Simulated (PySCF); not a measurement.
**C4H4FN: runs on many settings**

Aim: see how C4H4FN (`[H]/N=C\C#CCF`) answers to the choice of functional, basis, grid and SCF options.

The runs use PySCF 2.14.0, with density-fitted response routines of our own; the level of theory stands in each step. All values are computed, except where a source is named. Atoms are numbered from 0 throughout.

## 1. The starting structure

10 atoms, charge 0, multiplicity 1; geometry from: GFN2-xTB.

Bonds of the start (Å): N0–C1 1.26, C1–C2 1.42, C2–C3 1.21, C3–C4 1.45, C4–F5 1.38, N0–H6 1.02, C1–H7 1.09, C4–H8 1.10, C4–H9 1.10.

## 2. J couplings: HF/6-311G** in tetrahydrofuran

The job: settings as JSON, then the geometry in Å.

```
{"job": {"kind": "j", "xc": "HF", "basis": "6-311G**", "solvent": "tetrahydrofuran", "scf": {"aux": "def2-qzvpp-jkfit"}, "grid": 1}, "charge": 0, "multiplicity": 1}
N     -2.828722    -0.455596     0.016684
C     -1.962760     0.421403    -0.240586
C     -0.553874     0.288065    -0.125883
C      0.620983     0.054364     0.008866
C      2.050998    -0.115779     0.136243
F      2.729957     1.027118    -0.219913
H     -2.456963    -1.348390     0.340132
H     -2.315447     1.388831    -0.589494
H      2.321289    -0.337671     1.176737
H      2.403423    -0.917691    -0.525313
```

Level: HF/6-311G** indirect spin-spin coupling, non-relativistic, IEF-PCM tetrahydrofuran.

On the command line:

```console
$ OMP_NUM_THREADS=1 python probes_run.py task.json out
```

The driver reads the jobs from task.json and runs them one after another.

Standard output:

```text
final grid: 41032 points
cycle   1  E = -307.5519233174  dE =  1.299e+00  |g| = 6.791e-01  |ddm| = 3.406e+00
cycle   2  E = -307.6509710300  dE = -9.905e-02  |g| = 3.768e-01  |ddm| = 8.489e-01
cycle   3  E = -307.6755989464  dE = -2.463e-02  |g| = 7.089e-02  |ddm| = 3.565e-01
cycle   4  E = -307.6775473163  dE = -1.948e-03  |g| = 2.230e-02  |ddm| = 1.955e-01
cycle   5  E = -307.6777511494  dE = -2.038e-04  |g| = 6.379e-03  |ddm| = 5.139e-02
cycle   6  E = -307.6777918319  dE = -4.068e-05  |g| = 3.814e-03  |ddm| = 1.994e-02
cycle   7  E = -307.6778038742  dE = -1.204e-05  |g| = 1.562e-03  |ddm| = 1.321e-02
cycle   8  E = -307.6778072470  dE = -3.373e-06  |g| = 6.998e-04  |ddm| = 7.109e-03
cycle   9  E = -307.6778079039  dE = -6.569e-07  |g| = 2.949e-04  |ddm| = 2.646e-03
cycle  10  E = -307.6778080307  dE = -1.269e-07  |g| = 1.336e-04  |ddm| = 8.185e-04
cycle  11  E = -307.6778080550  dE = -2.424e-08  |g| = 6.860e-05  |ddm| = 3.253e-04
cycle  12  E = -307.6778080600  dE = -4.994e-09  |g| = 2.999e-05  |ddm| = 1.596e-04
cycle  13  E = -307.6778080608  dE = -7.686e-10  |g| = 7.017e-06  |ddm| = 1.240e-04
converged SCF energy = -307.6778080608

Indirect spin-spin couplings (Hz)
  i      j    bonds     total        FC       PSO       DSO        SD
  0 N    1 C    1     47.587    24.008     8.466    -0.046    15.159
  0 N    2 C    2    -63.827   -55.172    -0.264     0.030    -8.421
  0 N    3 C    3     57.419    46.572     0.243     0.035    10.568
  0 N    4 C    4    -16.221   -16.322    -0.057     0.018     0.139
  0 N    5 F    5     15.589    20.676     0.173     0.075    -5.335
  0 N    6 H    1    -38.394   -39.761    -0.166    -0.209     1.742
  0 N    7 H    2    -33.293   -35.207     1.265     0.248     0.400
  0 N    8 H    5     16.982    17.441    -0.011     0.065    -0.513
  0 N    9 H    5     16.983    17.444    -0.011     0.065    -0.514
  1 C    2 C    1      3.072     4.583    -1.746     0.235         -
  1 C    3 C    2    100.597   101.101    -0.391    -0.112         -
  1 C    4 C    3    -29.539   -29.565     0.076    -0.051         -
  1 C    5 F    4     21.293    28.371     0.013    -0.140    -6.951
  1 C    6 H    2     35.016    38.259    -2.466    -0.777         -
  1 C    7 H    1    147.443   146.913    -0.317     0.847         -
  1 C    8 H    4     33.514    33.582     0.129    -0.198         -
  1 C    9 H    4     33.529    33.598     0.129    -0.198         -
  2 C    3 C    1    172.697   157.904    14.632     0.160         -
  2 C    4 C    2     34.802    35.091    -0.181    -0.107         -
  2 C    5 F    3     13.566     9.642     0.659    -0.245     3.510
  2 C    6 H    3    -53.631   -54.075     0.385     0.059         -
  2 C    7 H    2     73.422    73.909    -0.257    -0.229         -
  2 C    8 H    3    -24.944   -25.490     0.927    -0.381         -
  2 C    9 H    3    -24.920   -25.468     0.930    -0.382         -
  3 C    4 C    1    105.876   107.187    -1.555     0.244         -
  3 C    5 F    2      1.268     9.979    -3.680    -0.041    -4.990
  3 C    6 H    4     54.970    55.608    -0.574    -0.064         -
  3 C    7 H    3    -42.319   -43.121     1.228    -0.426         -
  3 C    8 H    2      1.259     1.561    -0.191    -0.112         -
  3 C    9 H    2      1.257     1.561    -0.192    -0.112         -
  4 C    5 F    1   -100.053  -156.152    32.738     0.688    22.672
  4 C    6 H    5    -18.926   -18.924     0.036    -0.037         -
  4 C    7 H    4     17.350    17.401     0.168    -0.219         -
  4 C    8 H    1    177.473   176.662    -0.118     0.929         -
  4 C    9 H    1    177.435   176.624    -0.118     0.929         -
  5 F    6 H    6     28.844    24.572     0.339    -0.558     4.491
  5 F    7 H    5    -13.982   -11.323     0.579    -0.419    -2.819
  5 F    8 H    2     57.045    54.632     8.768    -1.353    -5.002
  5 F    9 H    2     57.079    54.663     8.767    -1.355    -4.997
  6 H    7 H    3     -1.793    -0.514     3.074    -4.353         -
  6 H    8 H    6     20.116    20.172     0.030    -0.086         -
  6 H    9 H    6     20.119    20.175     0.031    -0.087         -
  7 H    8 H    5    -19.932   -19.758     0.785    -0.959         -
  7 H    9 H    5    -19.944   -19.770     0.784    -0.958         -
  8 H    9 H    2    -18.991   -18.786     2.240    -2.446         -
```

Run time: 4.8 s. Hardware: 1 thread of Arm Neoverse V2, shared host; peak memory 0.49 GiB.

It converged, yet the result is unsound: the reference is near a triplet instability, so Fermi-contact and spin-dipole terms are unreliable.

## 3. NMR shieldings: LDA/pcSseg-1 in cyclohexane

Same as in step 2 but for these lines:

```diff
@@ -1,2 +1,2 @@
-{"job": {"kind": "j", "xc": "HF", "basis": "6-311G**", "solvent": "tetrahydrofuran", "scf": {"aux": "def2-qzvpp-jkfit"}, "grid": 1}, "charge": 0, "multiplicity": 1}
+{"job": {"kind": "nmr", "xc": "LDA", "basis": "pcSseg-1", "solvent": "cyclohexane", "pop": false, "scf": {"damp": 0.1}}, "charge": 0, "multiplicity": 1}
 N     -2.828722    -0.455596     0.016684
```

With the program's defaults for keys left out, this is: GIAO LDA/pcSseg-1 NMR shielding, non-relativistic, IEF-PCM cyclohexane.

Standard output:

```text
damping 0.10 in the first 6 cycles
final grid: 88920 points
cycle   1  E = -306.7291868877  dE =  7.323e-01  |g| = 5.901e-01  |ddm| = 3.286e+00
cycle   2  E = -306.6463264119  dE =  8.286e-02  |g| = 8.890e-01  |ddm| = 1.641e+00
cycle   3  E = -306.2423723005  dE =  4.040e-01  |g| = 1.687e+00  |ddm| = 2.127e+00
cycle   4  E = -302.8975719002  dE =  3.345e+00  |g| = 3.276e+00  |ddm| = 5.138e+00
cycle   5  E = -283.1852884449  dE =  1.971e+01  |g| = 8.106e+00  |ddm| = 2.664e+01
cycle   6  E = -241.5984034769  dE =  4.159e+01  |g| = 1.383e+01  |ddm| = 2.502e+01
cycle   7  E = -201.8462228761  dE =  3.975e+01  |g| = 1.646e+01  |ddm| = 2.129e+01
cycle   8  E = -275.3657719323  dE = -7.352e+01  |g| = 9.285e+00  |ddm| = 1.201e+02
cycle   9  E = -273.0285634939  dE =  2.337e+00  |g| = 9.087e+00  |ddm| = 1.082e+02
cycle  10  E = -303.7392011475  dE = -3.071e+01  |g| = 3.646e+00  |ddm| = 2.517e+01
[... 3 cycles left out ...]
cycle  14  E = -306.7482354971  dE = -4.616e-02  |g| = 4.660e-01  |ddm| = 6.662e-01
cycle  15  E = -306.7950267617  dE = -4.679e-02  |g| = 1.439e-01  |ddm| = 4.015e-01
cycle  16  E = -306.7987575060  dE = -3.731e-03  |g| = 6.433e-02  |ddm| = 1.475e-01
cycle  17  E = -306.7995792197  dE = -8.217e-04  |g| = 2.666e-02  |ddm| = 7.275e-02
cycle  18  E = -306.7997182564  dE = -1.390e-04  |g| = 6.974e-03  |ddm| = 2.409e-02
cycle  19  E = -306.7997277680  dE = -9.512e-06  |g| = 1.277e-03  |ddm| = 6.811e-03
cycle  20  E = -306.7997281704  dE = -4.024e-07  |g| = 3.649e-04  |ddm| = 2.216e-03
cycle  21  E = -306.7997281951  dE = -2.470e-08  |g| = 1.834e-04  |ddm| = 6.015e-04
cycle  22  E = -306.7997282042  dE = -9.108e-09  |g| = 1.788e-05  |ddm| = 1.861e-04
cycle  23  E = -306.7997282042  dE = -6.207e-11  |g| = 5.170e-06  |ddm| = 2.486e-05
converged SCF energy = -306.7997282042

GIAO shielding tensors (ppm)
atom      isotropic    diamagn.    paramagn.     s11        s22        s33       span
  0 N     -130.142     326.831    -456.973   -503.160   -136.136    248.869    752.028
  1 C       22.525     254.917    -232.392    -75.447     18.041    124.980    200.428
  2 C       81.140     261.939    -180.799     -4.383     13.556    234.247    238.630
  3 C       80.997     265.997    -185.001     11.666     17.050    214.275    202.609
  4 C      104.184     244.360    -140.176     70.932     76.511    165.111     94.179
  5 F      418.868     470.685     -51.817    382.780    402.183    471.640     88.860
  6 H       19.073      35.614     -16.542      6.931     24.744     25.543     18.612
  7 H       23.107      26.844      -3.737     20.349     21.944     27.028      6.678
  8 H       25.270      26.679      -1.409     20.817     25.745     29.247      8.430
  9 H       25.272      26.655      -1.383     20.822     25.749     29.246      8.424
```

Wall time 4.7 s (1 thread of Arm Neoverse V2, shared host); peak memory 0.53 GiB.

Shifts follow as δ = σ(reference) − σ, with reference shieldings (ppm) from runs at the same level and on the same kind of geometry: 1H TMS 31.26, 13C TMS 183.7. The references are single molecules in the same continuum. Atoms listed in one row are averaged.

| atoms | environment | σ (ppm) | δ (ppm) |
| --- | --- | --- | --- |
| C1 | C=N carbon | 22.5 | 161.2 |
| C3 | alkyne carbon | 81.0 | 102.7 |
| C2 | alkyne carbon | 81.1 | 102.6 |
| C4 | propargylic sp3 CH2 bonded to F | 104.2 | 79.5 |
| H6 | hydrogen on an imine nitrogen | 19.07 | 12.19 |
| H7 | hydrogen on a C=N carbon | 23.11 | 8.15 |
| H8, H9 | hydrogen on a propargylic sp3 CH2 bonded to F | 25.27 | 5.99 |
| N0 | imine nitrogen | -130.1 | – |
| F5 | fluorine on an sp3 carbon | 418.9 | – |

## 4. Nuclear shieldings: PBE0/pcSseg-1

Same as in step 3 but for these lines:

```diff
@@ -1,2 +1,2 @@
-{"job": {"kind": "nmr", "xc": "LDA", "basis": "pcSseg-1", "solvent": "cyclohexane", "pop": false, "scf": {"damp": 0.1}}, "charge": 0, "multiplicity": 1}
+{"job": {"kind": "nmr", "xc": "PBE0", "basis": "pcSseg-1", "pop": true, "scf": {"guess": "atom"}}, "charge": 0, "multiplicity": 1}
 N     -2.828722    -0.455596     0.016684
```

Method: GIAO PBE0/pcSseg-1 NMR shielding, non-relativistic, gas phase.

Standard output:

```text
final grid: 88920 points
cycle   1  E = -308.7338612512  dE =  1.531e+00  |g| = 9.559e-01  |ddm| = 3.405e+00
cycle   2  E = -308.6970053431  dE =  3.686e-02  |g| = 1.031e+00  |ddm| = 2.477e+00
cycle   3  E = -308.9182890067  dE = -2.213e-01  |g| = 3.261e-01  |ddm| = 1.539e+00
cycle   4  E = -308.9447350767  dE = -2.645e-02  |g| = 4.611e-02  |ddm| = 3.292e-01
cycle   5  E = -308.9449013970  dE = -1.663e-04  |g| = 3.834e-02  |ddm| = 6.392e-02
cycle   6  E = -308.9452377434  dE = -3.363e-04  |g| = 8.280e-03  |ddm| = 3.246e-02
cycle   7  E = -308.9452533588  dE = -1.562e-05  |g| = 2.634e-03  |ddm| = 8.141e-03
cycle   8  E = -308.9452546628  dE = -1.304e-06  |g| = 5.315e-04  |ddm| = 2.353e-03
cycle   9  E = -308.9452547117  dE = -4.888e-08  |g| = 2.140e-04  |ddm| = 6.728e-04
cycle  10  E = -308.9452547210  dE = -9.337e-09  |g| = 3.190e-05  |ddm| = 2.599e-04
cycle  11  E = -308.9452547213  dE = -2.567e-10  |g| = 1.409e-05  |ddm| = 5.160e-05
converged SCF energy = -308.9452547213

GIAO shielding tensors (ppm)
atom      isotropic    diamagn.    paramagn.     s11        s22        s33       span
  0 N     -124.890     324.302    -449.192   -494.116   -124.404    243.849    737.965
  1 C       32.031     254.088    -222.058    -77.060     40.936    132.216    209.276
  2 C       92.057     260.189    -168.132      3.949     22.563    249.660    245.710
  3 C       91.684     265.290    -173.606     23.219     25.209    226.624    203.405
  4 C      113.693     242.719    -129.026     83.538     88.960    168.580     85.041
  5 F      417.522     470.693     -53.171    378.322    411.230    463.014     84.693
  6 H       19.773      35.601     -15.829      7.553     25.273     26.492     18.940
  7 H       23.822      27.595      -3.773     21.251     22.772     27.445      6.194
  8 H       26.198      27.353      -1.155     21.762     26.595     30.236      8.474
  9 H       26.200      27.332      -1.132     21.767     26.598     30.236      8.469
```

Run time: 6.6 s. Hardware: 1 thread of Arm Neoverse V2, shared host; peak memory 0.56 GiB.

Key values: δ C1 154.9, C3 95.2, C2 94.9, C4 73.2, H6 11.94, H7 7.89 ppm.

## 5. Nuclear shieldings: PBE0/def2-TZVPP

Same as in step 4 but for these lines:

```diff
@@ -1,2 +1,2 @@
-{"job": {"kind": "nmr", "xc": "PBE0", "basis": "pcSseg-1", "pop": true, "scf": {"guess": "atom"}}, "charge": 0, "multiplicity": 1}
+{"job": {"kind": "nmr", "xc": "PBE0", "basis": "def2-TZVPP", "pop": true, "grid": 3, "scf": {"guess": "atom"}}, "charge": 0, "multiplicity": 1}
 N     -2.828722    -0.455596     0.016684
```

With the program's defaults for keys left out, this is: GIAO PBE0/def2-TZVPP NMR shielding, non-relativistic, gas phase.

Standard output:

```text
final grid: 123872 points
cycle   1  E = -308.8509684283  dE =  1.514e+00  |g| = 1.044e+00  |ddm| = 3.259e+00
cycle   2  E = -308.8019458580  dE =  4.902e-02  |g| = 1.127e+00  |ddm| = 1.122e+01
cycle   3  E = -309.0740612646  dE = -2.721e-01  |g| = 3.368e-01  |ddm| = 8.513e+00
cycle   4  E = -309.1011101321  dE = -2.705e-02  |g| = 6.644e-02  |ddm| = 4.300e-01
cycle   5  E = -309.1017952988  dE = -6.852e-04  |g| = 4.212e-02  |ddm| = 2.094e-01
cycle   6  E = -309.1021834648  dE = -3.882e-04  |g| = 1.061e-02  |ddm| = 4.564e-02
cycle   7  E = -309.1022102383  dE = -2.677e-05  |g| = 2.849e-03  |ddm| = 1.104e-02
cycle   8  E = -309.1022117818  dE = -1.544e-06  |g| = 6.795e-04  |ddm| = 5.101e-03
cycle   9  E = -309.1022118469  dE = -6.507e-08  |g| = 2.841e-04  |ddm| = 3.117e-03
cycle  10  E = -309.1022118614  dE = -1.449e-08  |g| = 4.619e-05  |ddm| = 1.345e-03
cycle  11  E = -309.1022118619  dE = -5.049e-10  |g| = 1.884e-05  |ddm| = 2.102e-04
converged SCF energy = -309.1022118619

GIAO shielding tensors (ppm)
atom      isotropic    diamagn.    paramagn.     s11        s22        s33       span
  0 N     -110.842     323.452    -434.294   -459.709   -116.369    243.551    703.259
  1 C       34.318     246.472    -212.155    -73.153     40.849    135.257    208.410
  2 C       94.269     267.481    -173.212      6.845     27.728    248.234    241.389
  3 C       94.285     267.020    -172.735     27.307     30.371    225.179    197.872
  4 C      115.436     232.819    -117.383     84.298     90.531    171.479     87.181
  5 F      412.635     459.716     -47.082    372.877    398.715    466.312     93.435
  6 H       20.109      34.527     -14.418      8.273     25.290     26.764     18.491
  7 H       23.658      28.360      -4.702     21.379     22.362     27.231      5.852
  8 H       26.277      27.979      -1.701     21.944     26.850     30.037      8.093
  9 H       26.280      27.960      -1.680     21.948     26.854     30.038      8.090
```

Run time: 22 s. Hardware: 1 thread of Arm Neoverse V2, shared host; peak memory 0.84 GiB.

Key values: σ C1 34.3, C2 94.3, C3 94.3, C4 115.4, H6 20.11, H7 23.66 ppm.

## 6. Shielding tensors: CAM-B3LYP/def2-SVPD

Same as in step 5 but for these lines:

```diff
@@ -1,2 +1,2 @@
-{"job": {"kind": "nmr", "xc": "PBE0", "basis": "def2-TZVPP", "pop": true, "grid": 3, "scf": {"guess": "atom"}}, "charge": 0, "multiplicity": 1}
+{"job": {"kind": "nmr", "xc": "CAM-B3LYP", "basis": "def2-SVPD", "pop": true, "grid": 1, "scf": {"guess": "atom"}}, "charge": 0, "multiplicity": 1}
 N     -2.828722    -0.455596     0.016684
```

Level: GIAO CAM-B3LYP/def2-SVPD NMR shielding, non-relativistic, gas phase.

Standard output:

```text
final grid: 41032 points
cycle   1  E = -308.8089753935  dE =  1.710e+00  |g| = 8.436e-01  |ddm| = 1.142e+01
cycle   2  E = -308.8028503965  dE =  6.125e-03  |g| = 9.090e-01  |ddm| = 7.066e+00
cycle   3  E = -308.9691825716  dE = -1.663e-01  |g| = 1.704e-01  |ddm| = 2.539e+00
cycle   4  E = -308.9762544695  dE = -7.072e-03  |g| = 3.671e-02  |ddm| = 3.897e-01
cycle   5  E = -308.9765721814  dE = -3.177e-04  |g| = 1.498e-02  |ddm| = 1.436e-01
cycle   6  E = -308.9766153333  dE = -4.315e-05  |g| = 5.027e-03  |ddm| = 3.732e-02
cycle   7  E = -308.9766216570  dE = -6.324e-06  |g| = 1.954e-03  |ddm| = 1.475e-02
cycle   8  E = -308.9766226443  dE = -9.874e-07  |g| = 7.368e-04  |ddm| = 3.963e-03
cycle   9  E = -308.9766228718  dE = -2.274e-07  |g| = 2.538e-04  |ddm| = 2.338e-03
cycle  10  E = -308.9766228981  dE = -2.634e-08  |g| = 8.975e-05  |ddm| = 5.816e-04
cycle  11  E = -308.9766229042  dE = -6.077e-09  |g| = 2.655e-05  |ddm| = 3.377e-04
cycle  12  E = -308.9766229048  dE = -5.703e-10  |g| = 1.341e-05  |ddm| = 1.256e-04
converged SCF energy = -308.9766229048

GIAO shielding tensors (ppm)
atom      isotropic    diamagn.    paramagn.     s11        s22        s33       span
  0 N      -86.992     259.079    -346.071   -417.086    -96.780    252.890    669.977
  1 C       45.619     274.083    -228.464    -57.248     47.694    146.411    203.660
  2 C      108.130     238.645    -130.515     25.659     45.416    253.315    227.656
  3 C      108.289     245.834    -137.545     43.957     45.674    235.236    191.280
  4 C      125.423     254.238    -128.815     95.278     99.312    181.681     86.403
  5 F      425.513     460.192     -34.679    389.368    407.794    479.377     90.009
  6 H       20.394      29.831      -9.436      8.953     25.480     26.750     17.797
  7 H       24.019      32.306      -8.287     21.689     22.988     27.381      5.692
  8 H       26.504      29.572      -3.068     22.242     27.025     30.247      8.004
  9 H       26.507      29.548      -3.041     22.246     27.029     30.247      8.001
```

Wall time 9.1 s (1 thread of Arm Neoverse V2, shared host); peak memory 0.74 GiB.

In short: δ C1 147.5, C2 85.0, C3 84.8, C4 67.7, H6 11.55, H7 7.92 ppm.

## 7. Comparing the runs: NMR shifts

Isotropic shieldings (ppm) of some atoms, chosen among heavy atoms and hydrogens apart, means over like atoms, with basis size and wall time:

| run | C1 | C3 | C2 | C4 | H6 | H8 | N0 | functions | time |
| --- | --- | --- | --- | --- | --- | --- | --- | --- | --- |
| LDA/pcSseg-1 in cyclohexane | 22.5 | 81.0 | 81.1 | 104.2 | 19.07 | 25.27 | -130.1 | 122 | 4.7 s |
| PBE0/pcSseg-1 | 32.0 | 91.7 | 92.1 | 113.7 | 19.77 | 26.20 | -124.9 | 122 | 6.6 s |
| PBE0/def2-TZVPP | 34.3 | 94.3 | 94.3 | 115.4 | 20.11 | 26.28 | -110.8 | 242 | 22 s |
| CAM-B3LYP/def2-SVPD | 45.6 | 108.3 | 108.1 | 125.4 | 20.39 | 26.51 | -87.0 | 155 | 9.1 s |

## 8. Summary of results

```
                                                                          quantity                                            value
                                13C shifts against TMS (LDA/pcSseg-1, cyclohexane)                    161.2, 102.7, 102.6, 79.5 ppm
1H shifts against TMS (LDA/pcSseg-1, cyclohexane, means over atoms taken as alike)                            12.19, 8.15, 5.99 ppm
                                    shieldings of N, F (LDA/pcSseg-1, cyclohexane)                          N0 -130.1, F5 418.9 ppm
                                                      range of the shielding of N0                              -130.1 to -87.0 ppm
                                                     property runs in this session  5, of which 0 failed and 1 gave unsound results
```

What this shows: Single values in the summary come from the first run of each kind that ended normally (LDA/pcSseg-1), which need not be the best level. At LDA/pcSseg-1: Shielding is most anisotropic at N0 (span 752 ppm, paramagnetic term -457 ppm). Across the 4 runs the shielding of N0 moves most, between -130.1 (LDA/pcSseg-1 in cyclohexane) and -87.0 ppm (CAM-B3LYP/def2-SVPD).
